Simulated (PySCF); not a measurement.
## MgSi⁺: one state, many levels of theory

State: ²Π (doublet), unpaired electrons π ↑. Set-up: Mg cc-pVDZ, Si cc-pV(D+d)Z; no relativity (PySCF 2.14). De refers to Mg⁺ + Si in their high-spin ground configurations, without counterpoise correction. The functionals are run spin-unrestricted. A positive dipole points towards Si; it is taken about the centre of mass and depends on that origin. Levels whose curve was spin-contaminated or gave no clean fit are not listed.

```tsv
Level	Re (Å)	ωe (cm⁻¹)	De (eV)	μ (D)	CPU s a point (SCF and correlation, without the integrals)
UHF	2.766	263	0.65	-4.79	0.086
UHF-MP2	2.726	285	1.34	n/a	0.13
UHF-SCS-MP2	2.743	276	1.42	n/a	n/a
UHF-CCSD	2.748	274	1.57	n/a	n/a
UHF-CCSD(T)	2.748	273	1.64	n/a	2.4
PBE	2.723	274	2.00	-3.93	0.49
TPSSh	2.713	279	1.85	-4.50	0.83
PBE0	2.709	279	1.80	-4.28	0.75
B97-3	2.716	278	2.00	-4.19	0.41
BHandHLYP	2.723	269	1.70	-4.18	0.41
CAM-B3LYP	2.709	273	1.76	-4.13	0.78
```

The bond length runs from 2.709 Å (PBE0) to 2.766 Å (UHF). De spans 0.65 eV (UHF, mean field) to 2.00 eV (PBE, GGA). Correlation at CCSD(T) changes the Hartree–Fock bond energy by +0.99 eV; the triples alone change it by +0.07 eV.

Correlated steps freeze 6 core orbitals. Correlated levels converge slowly with the basis: in double zeta they bind strong bonds too weakly, by up to about 1 eV, and carry superposition errors of some tenths. For an ion De counts to the pair picked by the measured ionisation energies or electron affinities, which need not be the lowest pair at this level. The state was picked by a PBE0 search and need not be the measured ground state.

The whole job (state search and all levels along the bond) took about 1.7 min on 1 thread of Arm Neoverse V1 (shared host), peak memory 0.47 GiB.
